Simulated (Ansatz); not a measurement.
Mulliken charges of C₂H₄N₂ (`NC#CN`) from ωB97M-V/def2-TZVPP in Ansatz (PBE0-D4/def2-TZVP geometry).

| atom | x (Å) | y (Å) | z (Å) | charge (e) |
| --- | --- | --- | --- | --- |
| N1 | -0.388 | 1.867 | -0.357 | -0.309 |
| C2 | -0.098 | 0.573 | -0.148 | 0.017 |
| C3 | 0.218 | -0.577 | 0.035 | 0.017 |
| N4 | 0.578 | -1.862 | 0.176 | -0.309 |
| H5 | -0.775 | 2.103 | -1.257 | 0.147 |
| H6 | -0.831 | 2.360 | 0.402 | 0.145 |
| H7 | 1.504 | -2.034 | 0.534 | 0.147 |
| H8 | -0.114 | -2.486 | 0.560 | 0.145 |

Question: By hand: the dipole of these point charges (1 e Å = 4.8032 D).

Answer: Σ q r = (-0.087, -0.010, 0.087) e Å, of length 0.123 e Å = 0.59 D.

Question: How does the dipole of the full density compare? (Estimate.)

Answer: Computed: (-0.184, -0.021, 0.185) e Å, 1.26 D; the point charges give 0.47 times that, at 0° from its direction.

Point charges leave out the atoms' own dipoles, such as those of lone pairs, and Mulliken's split depends on the basis, so the two needn't agree.
